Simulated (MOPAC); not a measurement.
Input file for MOPAC: PM6 on Cl_anion (SMILES [Cl-]). Charge -1.

```
PM6 1SCF PRECISE CHARGE=-1 THREADS=1
Cl

Cl     0.00000000 1     0.00000000 1     0.00000000 1
```

It printed:

```
*******************************************************************************
 **                                                                           **
 **                              MOPAC v23.2.5                                **
 **                                                                           **
 *******************************************************************************
 ** MOPAC's Digital Object Identifier: https://doi.org/10.5281/zenodo.6511958 **
 **                                                                           **
 ** Please cite the open-source release paper for use of this MOPAC version:  **
 ** J. E. Moussa and J. J. P. Stewart (2026)                                  **
 ** MOPAC: An open-source semiempirical molecular orbital program             **
 ** J. Open Source Softw., 11(119), 8025, https://doi.org/10.21105/joss.08025 **
 *******************************************************************************

                              PM6 CALCULATION RESULTS

 *******************************************************************************
 *  PM6        - The PM6 Hamiltonian to be used
 *
 *
 *
 *                 CHARGE ON SYSTEM = -1
 *
 *
 *
 *  PRECISE    - TIGHTER CRITERIA TO BE USED
 *  1SCF       - DO 1 SCF AND THEN STOP
 *  THREADS=1  - MULTI-THREADING NOT USED
 *  T=         - A TIME OF 172800.0 SECONDS REQUESTED
 *  DUMP=N     - RESTART FILE WRITTEN EVERY 7200.0 SECONDS REQUESTED
 *******************************************************************************
PM6 1SCF PRECISE CHARGE=-1 THREADS=1
 Cl

   ATOM   CHEMICAL          X               Y               Z
  NUMBER   SYMBOL      (ANGSTROMS)     (ANGSTROMS)     (ANGSTROMS)

     1      Cl          0.00000000  *   0.00000000  *   0.00000000  *



          CARTESIAN COORDINATES

    NO.       ATOM           X           Y           Z

     1        Cl          0.0000      0.0000      0.0000

 General Reference for PM6:
 "Optimization of Parameters for Semiempirical Methods V: Modification of NDDO Approximations
 and Application to 70 Elements", J. J. P. Stewart, J. Mol. Mod., 13, 1173-1213 (2007)
 URL: https://link.springer.com/article/10.1007/s00894-007-0233-4

           Empirical Formula: Cl  =     1 atoms



      MOLECULAR POINT GROUP   :   R3


      RHF CALCULATION, NO. OF DOUBLY OCCUPIED LEVELS = 4


 -------------------------------------------------------------------------------
 PM6 1SCF PRECISE CHARGE=-1 THREADS=1
 Cl



     1SCF WAS SPECIFIED, SO BFGS WAS NOT USED
     SCF FIELD WAS ACHIEVED


                              PM6 CALCULATION
                                                       MOPAC v23.2.5 Linux




          FINAL HEAT OF FORMATION =        -60.23417 KCAL/MOL =    -252.01975 KJ/MOL


          COSMO AREA              =         52.81 SQUARE ANGSTROMS
          COSMO VOLUME            =         36.09 CUBIC ANGSTROMS

          IONIZATION POTENTIAL    =          3.869126 EV
          HOMO LUMO ENERGIES (EV) =         -3.869107.997
          NO. OF FILLED LEVELS    =          4
          MOLECULAR WEIGHT        =         35.4530         POINT GROUP:  R3


          SCF CALCULATIONS        =          1





   ATOM   CHEMICAL          X               Y               Z
  NUMBER   SYMBOL      (ANGSTROMS)     (ANGSTROMS)     (ANGSTROMS)

     1      Cl          0.00000000  *   0.00000000  *   0.00000000  *

                             CARTESIAN COORDINATES

   1   Cl        0.000000000     0.000000000     0.000000000


           Empirical Formula: Cl  =     1 atoms



      MOLECULAR POINT GROUP   :   R3


                  EIGENVALUES
 -20.33279  -3.86913  -3.86913  -3.86913 107.99693 107.99693 107.99693 107.99693
 107.99693


              NET ATOMIC CHARGES AND DIPOLE CONTRIBUTIONS

  ATOM NO.   TYPE          CHARGE      No. of ELECS.   s-Pop       p-Pop       d-Pop
    1         Cl          -1.000000        8.0000     2.00000     6.00000     0.00000
 DIPOLE           X         Y         Z       TOTAL
 POINT-CHG.     0.000     0.000     0.000     0.000
 HYBRID         0.000     0.000     0.000     0.000
 SUM            0.000     0.000     0.000     0.000


          ATOMIC ORBITAL ELECTRON POPULATIONS

     Atom    s        px        py        pz      x^2-y^2     xz        z^2       yz        xy
    1 Cl   2.00000   2.00000   2.00000   2.00000   0.00000   0.00000   0.00000   0.00000   0.00000

 **********************
 *                    *
 * JOB ENDED NORMALLY *
 *                    *
 **********************




 == MOPAC DONE ==
```

The run finished.

Cost: roughly 0.03 core-seconds.
